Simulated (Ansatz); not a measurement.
in.yaml

```yaml
crystal:
  periodic: [false, false, false]
  atoms:
    - {symbol: N, position_ang: [0.000000, 0.087442, 1.404202]}
    - {symbol: Se, position_ang: [0.000000, -0.033435, -0.238981]}
    - {symbol: H, position_ang: [0.000000, 1.404116, -0.792013]}
basis:
  gaussian: {orbitals: cc-pVDZ}
magnetization: {spin_polarized: true, initial_magnetization: 0}
hamiltonian: {xc: {name: r2SCAN}}
```

```sh
$ ansatz run in.yaml --threads 1 --pin off --events-out ev --progress --plain --max-ram 4096MiB --backend cpu
```

Log:

```
506 factors; integrals over basis functions are off by at most 9.6e-4 eV
mean field evaluation 1: about -66839.7633 eV, gradient 4.7e1 eV
mean field evaluation 2: about -66750.5899 eV, gradient 1.0e2 eV
mean field evaluation 4: about -66849.9599 eV, gradient 7.4e0 eV
mean field evaluation 8: about -66850.3854 eV, gradient 2.1e-1 eV
mean field evaluation 16: about -66850.4426 eV, gradient 5.9e-1 eV
mean field evaluation 32: about -66850.3857 eV, gradient 5.5e-6 eV
mean field -66850.50654520 eV, -2456.7108026354 hartree, gradient 3.2e-5 eV, S^2 0.525800; 6 other end points of the search recorded, 0 dependent functions left out
reference -66850.50655115 eV, -2456.7108028540 hartree; 21, 21 occupied and 25, 25 virtual orbitals, 506 factors
Total energy: -66850.50655115 eV, -2456.7108028540 hartree
```

Ran on 1 thread of AMD EPYC 7R13, shared host: 7 s wall, 0.15 GiB peak host memory.
